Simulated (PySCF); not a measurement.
## `C[C@@H]1C=C[C@@H]1C`, C6H10

Cartesian coordinates in Å; atom numbers follow the order of the lines, from 1:
```xyz
16

C     1.4045   -1.0496   -0.0446
C     0.8963    0.3805   -0.1070
C     0.5782    1.0356    1.2135
C    -0.7017    1.2387    0.9246
C    -0.6141    0.6190   -0.4475
C    -1.4981   -0.5907   -0.6979
H     2.4280   -1.0602    0.3256
H     1.3916   -1.5053   -1.0320
H     0.7955   -1.6486    0.6269
H     1.5638    0.9757   -0.7375
H     1.2025    1.2531    2.0617
H    -1.5293    1.6862    1.4453
H    -0.7487    1.3401   -1.2593
H    -1.2060   -1.0967   -1.6153
H    -2.5349   -0.2738   -0.7952
H    -1.4354   -1.2951    0.1272
```

The calculation used PySCF 2.14.0, GIAO PBE0/pcSseg-1 magnetisability, rotational g tensor and spin-rotation constants, non-relativistic, gas phase. Geometry: GFN2-xTB.

Problem. Give the nuclear spin-rotation constants along the inertial axes (H = +C I·J) beside the isotropic shieldings.

Solution. Rotational constants 4.5992, 4.0856, 2.5415 GHz. A star marks the isotopologue with that one atom substituted, in its own axes.
```tsv
atom	isotope	Caa (kHz)	Cbb (kHz)	Ccc (kHz)	mean (kHz)	σ (ppm)
H7	1H	0.110	-0.429	-0.291	-0.203	30.5
H8	1H	-0.502	-0.009	-0.220	-0.244	30.6
H9	1H	-0.481	-0.438	0.022	-0.299	30.9
H10	1H	-0.378	-0.433	0.060	-0.250	28.8
H11	1H	-0.021	-0.065	-0.222	-0.102	25.3
H12	1H	-0.021	-0.065	-0.222	-0.102	25.3
H13	1H	-0.378	-0.433	0.061	-0.250	28.9
H14	1H	-0.502	-0.008	-0.221	-0.244	30.6
H15	1H	0.110	-0.429	-0.291	-0.203	30.5
H16	1H	-0.482	-0.438	0.023	-0.299	30.9
C1	13C*	0.653	0.549	0.353	0.518	170.4
C2	13C*	0.864	0.732	0.439	0.678	143.9
C3	13C*	1.661	1.753	0.597	1.337	36.8
```
For the geometry as given, no vibrational averaging.

Problem. How do the rotational constants and the g tensor change when H7, H8, H9, H10, H11, H12, H13, H14, H15, H16 are replaced by deuterium?

Solution. Constants 3.6191, 3.1770, 2.0506 GHz; g -0.0187, -0.0089, -0.0050, against -0.0237, -0.0115, -0.0061 before.
